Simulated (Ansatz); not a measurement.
**singlet BN: levels of theory in one basis**

```yaml
atoms:
  - { symbol: B, position_ang: [0.0000, 0.0000, 0.0000] }
  - { symbol: N, position_ang: [0.0000, 0.0000, 1.2740] }
```

Basis set: def2-SVP (spherical functions). Frozen core: 2 orbitals. Charge 0, multiplicity 1.

Computed with Ansatz (development build ahead of 0.2.0); each method stands on the lowest determinant of its kind that the runs found.

| method | E − E(RHF) (eV) | <S²> of the determinant |
| --- | --- | --- |
| RHF | 0.00 | 0.00 |
| UHF | -2.84 | 1.17 |
| RHF-CCSD(T) | -8.82 | – |

Question: What does RHF-MP2 give on the same scale?

Answer: -7.44 eV.

Question: Is a single determinant a sound starting point here?

Answer: It is doubtful. Unrestricted orbitals lower Hartree–Fock by 2.84 eV and <S²> is 1.17 where a pure state has 0.00, a sign of strong static correlation.

Caution for RHF, RHF-MP2, RHF-CCSD(T): an unrestricted determinant lies well below. Caution for UHF: the unrestricted determinant is a mixture of spin states. Caution for RHF-MP2: another reference gives a lower total.
